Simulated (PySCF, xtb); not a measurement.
H6Si2, SMILES [SiH3][SiH3].

GFN2-xTB run with xtb at its own geometry gives an orbital gap of 4.53 eV and a dipole moment of 0.00 D.

Coordinates come from a TPSSh-D3(BJ)/def2-TZVP optimisation.

**Question.** What does PySCF with PBE/def2-TZVPD give? (An estimate is asked for; the answer gives what the named calculation found.)

**Answer.** gap 6.65 eV (levels -7.27 and -0.63 eV), dipole 0.00 D.
